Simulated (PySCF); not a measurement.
**Magnetisability: `InChI=1S/C3H9P2/c1-5(4)2-3-5/h2-4H2,1H3/q+1`, charge +1**

Geometry:
```json
{"atom": "C1", "x (Å)": "1.006", "y (Å)": "-1.363", "z (Å)": "-0.537"}
{"atom": "P2", "x (Å)": "0.199", "y (Å)": "0.185", "z (Å)": "0.021"}
{"atom": "P3", "x (Å)": "1.124", "y (Å)": "2.095", "z (Å)": "0.473"}
{"atom": "C4", "x (Å)": "-1.334", "y (Å)": "-0.117", "z (Å)": "0.935"}
{"atom": "C5", "x (Å)": "-1.525", "y (Å)": "0.310", "z (Å)": "-0.517"}
{"atom": "H6", "x (Å)": "1.736", "y (Å)": "-1.686", "z (Å)": "0.207"}
{"atom": "H7", "x (Å)": "0.245", "y (Å)": "-2.133", "z (Å)": "-0.661"}
{"atom": "H8", "x (Å)": "1.514", "y (Å)": "-1.192", "z (Å)": "-1.485"}
{"atom": "H9", "x (Å)": "2.128", "y (Å)": "1.501", "z (Å)": "1.251"}
{"atom": "H10", "x (Å)": "1.901", "y (Å)": "2.074", "z (Å)": "-0.695"}
{"atom": "H11", "x (Å)": "-1.608", "y (Å)": "0.596", "z (Å)": "1.702"}
{"atom": "H12", "x (Å)": "-1.574", "y (Å)": "-1.141", "z (Å)": "1.193"}
{"atom": "H13", "x (Å)": "-1.890", "y (Å)": "-0.432", "z (Å)": "-1.215"}
{"atom": "H14", "x (Å)": "-1.923", "y (Å)": "1.302", "z (Å)": "-0.693"}
```

Total charge +1.

Method: GIAO B3LYP/pcSseg-1 magnetisability, rotational g tensor and spin-rotation constants, non-relativistic, gas phase in PySCF 2.14.0. Geometry: GFN2-xTB.

For an ion the centre-of-mass motion in the field is neglected.

Question: How diamagnetic is it, and how anisotropic?

Answer: Isotropic -1313 × 10⁻³⁰ J/T², or -79.0 × 10⁻⁶ cm³/mol; principal values -1473, -1265, -1201 × 10⁻³⁰ J/T², anisotropy 246 × 10⁻³⁰ J/T² (root of half the summed squared differences of the principal values). The susceptibility is in cgs units.

Question: Split it along the inertial axes a, b, c into diamagnetic and paramagnetic parts about the centre of mass, with the quadrupole moment.

Answer: 
```
axis  χ (10⁻⁶ cm³/mol)  diamagnetic (10⁻⁶ cm³/mol)  paramagnetic (10⁻⁶ cm³/mol)  summed x² of all electrons (Å²)  quadrupole Θ (D Å)
   a             -84.6                      -394.6                        310.0                            111.9               +7.52
   b             -80.2                      -583.2                        502.9                             67.4               -0.33
   c             -72.3                      -760.8                        688.5                             25.6               -7.20
```
Anisotropies 2χaa − χbb − χcc = -16.7 and 2χbb − χaa − χcc = -3.5 × 10⁻⁶ cm³/mol. Θ is traceless in Buckingham's convention.

Question: And the rotational g tensor?

Answer: 
| axis | rotational constant (GHz) | g | nuclear part | electronic part |
| --- | --- | --- | --- | --- |
| a | 4.2148 | +0.0317 | 0.6455 | -0.6138 |
| b | 2.3737 | +0.0181 | 0.5790 | -0.5608 |
| c | 1.7752 | +0.0103 | 0.5845 | -0.5742 |

Asymmetric top; isotopes 12C, 1H, 31P; no vibrational averaging.
